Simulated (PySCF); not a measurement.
## Vibration and rotation of NaO

UHF-CCSD(T) constants of NaO, ²Π (doublet), unpaired electrons π ↑ (PySCF, spin-free X2C with a Gaussian nucleus, basis sets Na jorge-DZP-DKH, O jorge-DZP-DKH; masses 22.9898 and 15.9949 u):

```
ωe              : 491.9 cm⁻¹
ωexe            : 2.98 cm⁻¹
Be              : 0.41295 cm⁻¹
αe              : 0.00402 cm⁻¹
D (centrifugal) : 1.16e-06 cm⁻¹
De to Na + O    : 2.18 eV
```

**Question.** Give the vibrational terms G(v) and spacings up to v = 6.

**Answer.** G(v) = ωe(v+½) − ωexe(v+½)².

```tsv
v	G(v) (cm⁻¹)	G(v) − G(v−1)	Bv (cm⁻¹)
0	245.2		0.4109
1	731.1	485.9	0.4069
2	1211.1	480.0	0.4029
3	1685.1	474.0	0.3989
4	2153.2	468.1	0.3949
5	2615.3	462.1	0.3908
6	3071.4	456.1	0.3868
```

**Question.** How well does the Morse estimate ωe²/(4ωexe) reproduce De, and what is D0?

**Answer.** It gives 2.52 eV, 115 % of the computed De. D0 = De − G(0) = 2.18 − 0.03 = 2.15 eV.

Correlated steps freeze 2 core orbitals. Correlated levels converge slowly with the basis: in double zeta they bind strong bonds too weakly, by up to about 1 eV, and carry superposition errors of some tenths. The state was picked by a PBE0 search and need not be the measured ground state.
